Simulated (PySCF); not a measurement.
# One elementary step

Start structure (AlH3O, closed shell), relaxed at PBE0-D4/def2-TZVP:

| atom | x (Å) | y (Å) | z (Å) |
| --- | --- | --- | --- |
| Al1 | -0.4352 | 0.2348 | -0.1495 |
| H2 | 0.0585 | 1.2013 | -1.3049 |
| O3 | 0.6765 | -0.7908 | 0.6174 |
| H4 | 1.6044 | -0.8214 | 0.3911 |
| H5 | -1.9242 | 0.1459 | 0.3623 |

The step: AlH₃O ([OH][AlH2]) → AlHO ([O][AlH]) + H₂; bonds formed: H2–H4; bonds broken: Al1–H2, O3–H4. Computed with PySCF 2.14 with density fitting (its default auxiliary sets; JK sets also for MP2 and CCSD(T)) (basis: def2-TZVPP and def2-QZVPP); correlated methods freeze the cores. Extrapolation: Hartree–Fock as exp(−7.88 √X), correlation as X^−2.97. Energies below are by CCSD(T) at an estimated basis limit (MP2 extrapolated from triple and quadruple zeta, plus CCSD(T) − MP2 in triple zeta).

(1) What are the electronic barrier and the energy of the step, from the start structure to the end structure? (Judge from chemistry; the value comes from the calculation.)

No T1 diagnostic of these runs exceeds 0.033. The T1 diagnostic is large here, which may signal multireference character or strong orbital relaxation, so CCSD(T) is less sure.

Answers

(1) Computed: Barrier 2.858 eV; step energy 2.510 eV (uphill); reverse barrier, their difference, 0.348 eV. Barrier and step energy count from the start structure, the reverse barrier from the end structure.

The saddle point: One imaginary mode of 846i cm⁻¹.
| pair | start (Å) | saddle (Å) | end (Å) |
| --- | --- | --- | --- |
| H2–H4 | 3.06 | 0.88 | 0.76 |
| Al1–H2 | 1.59 | 1.91 | 2.51 |
| O3–H4 | 0.96 | 1.60 | 2.65 |

Zero-point energy (harmonic, PBE0-D4): ZPE is 0.725 eV at the start and 0.622 eV at the saddle, so the barrier goes from 2.858 to 2.755 eV.

First-order rate constant out of the start structure at 498 K by transition-state theory, with harmonic vibrational free energies alone and no tunnelling: ΔA‡ = 2.771 eV, so k = (kB T/h) exp(−ΔA‡/kB T) ≈ 10^-15 s⁻¹ (an order of magnitude at best: rotation, the number of equivalent paths and anharmonicity are left out).

Labels in which every atom is bracketed show which atoms are joined, not bond orders.

For scale, one of the runs: CCSD(T)/def2-TZVPP, 115 basis functions, launched by `OMP_NUM_THREADS=4 python run.py`. Hardware: 4 CPU threads of an AMD EPYC 7B13, shared host. Wall time about 21 s.
